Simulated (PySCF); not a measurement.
C5H12N (charge +1).
Bonds: C1–N2, N2–C3, C3–C4, C4–C5, C5–C6, N2–C6. Hydrogens: H7, H8, H9 on C1; H10 on N2; H11, H12 on C3; H13, H14 on C4; H15, H16 on C5; H17, H18 on C6.

The calculation used PBE0-D3(BJ)/def2-SVP geometry optimisation, gas phase in PySCF 2.14.0.

**Question.** List the bond lengths, angles and torsions at this level.

**Answer.** 
```json
{"bond": "C1–N2", "length (pm)": "147.9"}
{"bond": "N2–C3, N2–C6", "length (pm)": "150.1"}
{"bond": "C3–C4, C5–C6", "length (pm)": "152.4"}
{"bond": "C4–C5", "length (pm)": "154.7"}
{"bond": "C1–H7, C1–H8, C1–H9", "length (pm)": "109.7"}
{"bond": "N2–H10", "length (pm)": "102.8"}
{"bond": "C3–H11, C6–H18", "length (pm)": "109.8"}
{"bond": "C3–H12, C6–H17", "length (pm)": "110.0"}
{"bond": "C4–H13, C5–H16", "length (pm)": "109.8"}
{"bond": "C4–H14, C5–H15", "length (pm)": "109.9"}
```

Bonds in one row agree within 1 pm and their mean is given. A selection of angles:
```json
{"angle": "N2–C1–H7", "degrees": "109.3"}
{"angle": "H7–C1–H8", "degrees": "109.8"}
{"angle": "C1–N2–C3", "degrees": "115.2"}
{"angle": "C1–N2–H10", "degrees": "107.9"}
{"angle": "C3–N2–C6", "degrees": "103.7"}
{"angle": "C3–N2–H10", "degrees": "107.1"}
{"angle": "N2–C3–C4", "degrees": "104.3"}
{"angle": "N2–C3–H11", "degrees": "109.4"}
{"angle": "N2–C3–H12", "degrees": "106.0"}
{"angle": "C4–C3–H11", "degrees": "115.5"}
{"angle": "C4–C3–H12", "degrees": "112.6"}
{"angle": "H11–C3–H12", "degrees": "108.5"}
{"angle": "C3–C4–C5", "degrees": "105.5"}
{"angle": "C3–C4–H13", "degrees": "110.2"}
{"angle": "C3–C4–H14", "degrees": "111.0"}
{"angle": "C5–C4–H13", "degrees": "112.6"}
{"angle": "C5–C4–H14", "degrees": "111.0"}
{"angle": "H13–C4–H14", "degrees": "106.6"}
```

Dihedral angles: C1–N2–C3–C4 166° (antiperiplanar); N2–C3–C4–C5 -23° (synperiplanar); C3–C4–C5–C6 -2° (synperiplanar); C4–C5–C6–N2 26° (synperiplanar); C1–N2–C6–C5 -167° (antiperiplanar).

The 5-membered ring N2–C3–C4–C5–C6 has internal angles of 103.7° to 105.5° (sum 523°, against 540° for a flat polygon); it is puckered, 0.18 Å rms from its mean plane, widest ring torsion 41°. The 3 C–N bonds span 1.479 Å (C1–N2, drawn single) to 1.501 Å (N2–C3, drawn single), a spread of 0.022 Å. The 3 C–C bonds span 1.523 Å (C5–C6, drawn single) to 1.547 Å (C4–C5, drawn single), a spread of 0.024 Å. N2 (ammonium nitrogen) is distorted tetrahedral (angles from 103.7° to 115.3°). Of the pairs four or more bonds apart, H8···H12 is among the closest relative to their van der Waals radii: 2.42 Å, 101 % of the sum of Bondi's values.

No PBE0-D3(BJ)/def2-SVP frequencies stand behind this structure, so it isn't proved a minimum.

The run took 33 s wall on an Arm Neoverse V1 with one thread, on a shared host. That covers the optimisation of the geometry.

One conformer stands for the species.
